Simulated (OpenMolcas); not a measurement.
# AlO (SMILES [O]=[Al]): a first try and a second

Aim: a single-point energy of AlO at ROCCSD(T)/pc-2.

The calculation is run with OpenMolcas 26.06.

4 further runs of the same task are left out: 2 that didn't finish, 2 set aside as unsound or not needed.

### Step 1. The molecule

AlO: 2 atoms, total charge 0, spin state doublet. SMILES: `[O]=[Al]`. Geometry: a GFN2-xTB relaxation, a rough one for these elements and not checked as a minimum.

Bond lengths: O1–Al2 1.570 Å.

### Step 2. The input as first written

geom.xyz reads:

```xyz
2

O      0.000000     0.000000     0.000000
Al     0.000000     0.000000     1.570050
```

job.inp reads:

```
&GATEWAY
 Coord
 geom.xyz
 Basis
 pc-2
 Group
 NoSym

&SEWARD

&SCF
 UHF
 Spin
 2
 PrOrbitals
 1 1

&RASSCF
 FileOrb
 $Project.UnaOrb
 Spin
 2
 Nactel
 1 0 0
 Inactive
 10
 Ras2
 1
 OutOrbitals
 Canonical
 OrbListing
 Nothing

&MOTRA
 JobIph
 Frozen
 6

&CCSDT
 CCT
 Triples
 3
 Iterations
 50
 Extrapolation
 5 4
```

Command:

```sh
$ export MOLCAS_MEM=4
$ pymolcas job.inp > job.log
```

What it wrote:

```text
--- Start Module: gateway ---

                                              &GATEWAY

                       available to each process: 4.0 MB of memory, 1 thread

---------------------------------------------------------------------------------------------
  Nr.	 Label		Type		Offset		Length	   Atime	  Address
---------------------------------------------------------------------------------------------
  1	FILETABL    	CHAR	-84341543781128	       26929           5	[0xaaaae9ce9060]
  2	DBSC        	CHAR	    -273060696	     1456001          58	[0xf7602549c010]
  3	SHELLS      	CHAR	    -273855320	      792001          59	[0xf760253da010]
---------------------------------------------------------------------------------------------
Maximal available memory for Molcas = 1725069
 ?mma_allo_?D: error: out-of-memory
 label: dc
  available (kB):         1725
  required  (kB):         3040

--- Stop Module: gateway /rc=-6 ---

.########################.
.# Non-zero return code #.
.########################.

    Timing: Wall=0.04 User=0.03 System=0.01
```

It took 0.26 s on 1 thread of Arm Neoverse V1, shared host.

### Step 3. Diagnosis

The run ended with an error.

The telling line is `?mma_allo_?D: error: out-of-memory`. The cause is that too little memory is allowed.

### Step 4. Second attempt

geom.xyz is that of step 2.

job.inp reads:

```
&gateway
coord=geom.xyz
basis=pc-2
group=NoSym
&seward
&scf
uhf
spin=2
prorbitals=1 2
&rasscf
fileorb=$Project.UnaOrb
spin=2
nactel=1 0 0
inactive=10
ras2=1
outorbitals=Canonical
orblisting=Nothing
&motra
jobiph
frozen=6
&ccsdt
cct
triples=3
iterations=50
extrapolation=5 4
```

Command:

```sh
$ export MOLCAS_MEM=1860
$ pymolcas job.inp > job.log
```

What it wrote:

```text
--- Start Module: gateway ---
[...]
--- Stop Module: gateway /rc=_RC_ALL_IS_WELL_ ---
[...]
      Basis functions           64
[...]
       Convergence after  36 Iterations
[...]
::    Total SCF energy                               -316.7682471470
[...]
      Total spin, S                                     0.5258535914
[...]
      Number of active orbitals                  1
[...]
      Spin quantum number                      0.5
[...]
      Active orbitals                            1
[...]
      Number of CSFs                             1
[...]
      Number of root(s) required                 1
[...]
      Convergence after 14 iterations
[...]
      printout of CI-coefficients larger than  0.05 for root  1
      energy=    -316.758682
      conf/sym  1     Coeff  Weight
             1  u   1.00000 1.00000
      Natural orbitals and occupation numbers for root  1
      sym 1:   1.000000
      ************************************************************************************************************************
      *                                                    Final results                                                     *
[...]
::    RASSCF root number  1 Total energy:   -316.75868174
[...]
      Total electronic charge=   21.000000
      Total            charge=   -0.000000
[...]
      Dipole Moment (debye):
      Origin of the operator (angstrom)=    0.0000    0.0000    0.9857
                   X=  1.4541E-08               Y= -1.4531E-08               Z=  1.4938E+00           Total=  1.4938E+00
      Quadrupole Moment (debye*angstrom):
[...]
--- Start Module: motra ---
[...]
      *** WARNING: Default frozen orbitals is overwritten by user input.
      *** Default values:   3
[...]
--- Stop Module: motra /rc=_RC_ALL_IS_WELL_ ---
--- Start Module: ccsdt ---
[...]
      Convergence after                    18  Iterations
      Total energy (diff) :    -317.05597665      -0.00000008
[...]
 METHOD                       : CCSD+T(CCSD)+<T3(1)WT1>+<T3(1)UT2> = CCSD(T)
[...]
       CCSD     =      -317.0559766537275
[...]
--- Stop Module: ccsdt /rc=_RC_ALL_IS_WELL_ ---
[...]
```

Run time: 9.3 s. Hardware: 1 thread of Arm Neoverse V1, shared host; peak memory 0.4 GiB.

### Step 5. Results

Level: ROCCSD(T)/pc-2.

| quantity | value |
| --- | --- |
| total energy | -317.06844 Eh |
| (T) correction | -12.47 mEh |
